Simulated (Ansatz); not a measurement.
Consider the isomerisation: `C/C=C/CF` → `FC1CCC1`.

Calculated with Ansatz (gas phase, PBE0-D4/def2-TZVP geometries, no zero-point term in ΔE). CBS: MP2 limit from def2 TZ/QZ plus the TZ coupled-cluster correction, frozen cores. Functionals use def2-TZVPP. B3LYP here is the variant with VWN-RPA as its local correlation; programs differ in this. Each species was taken in one conformer, which may not be the lowest.

`C/C=C/CF`:

```xyz
12

C    -0.818   -0.824    1.567
C    -0.453   -0.438    0.176
C     0.472    0.456   -0.142
C     0.843    0.846   -1.528
F     0.105    0.165   -2.472
H    -0.229   -0.276    2.305
H    -1.878   -0.629    1.763
H    -0.663   -1.895    1.731
H    -0.990   -0.932   -0.630
H     1.030    0.970    0.639
H     1.903    0.639   -1.720
H     0.678    1.919   -1.687
```

`FC1CCC1`:

Cartesian coordinates in Å:
```
F -0.559 2.076 -0.642
C -0.305 0.979 0.150
C -1.010 -0.324 -0.217
C 0.296 -1.048 0.176
C 1.043 0.287 -0.029
H -0.488 1.275 1.188
H -1.937 -0.577 0.297
H -1.168 -0.363 -1.297
H 0.290 -1.353 1.224
H 0.604 -1.896 -0.434
H 1.375 0.394 -1.063
H 1.858 0.551 0.645
```

CCSD(T)/CBS gives +0.05 eV.

**Question.** Another level gave +0.22 eV. Which?
A. RPA@PBE/def2-TZVPP
B. B3LYP/def2-TZVPP
C. PBE0/def2-TZVPP
D. LC-ωPBE/def2-TZVPP

**Answer.** B. B3LYP 0.22, RPA@PBE/def2-TZVPP 0.01, PBE0 -0.05, LC-ωPBE -0.20 eV.

Largest T1 diagnostic among the species: 0.010.

Leaving LDA and LC-ωPBE aside and taking each functional with its dispersion term where it has one, the values, not all of them listed here, spread over 0.39 eV, from PBE-QIDH to BLYP-D4. LDA lies −0.19 eV from PBE without D4. From PBE to PBE0 (25 % exact exchange), in def2-TZVPP and without D4, ΔE moves by −0.09 eV.
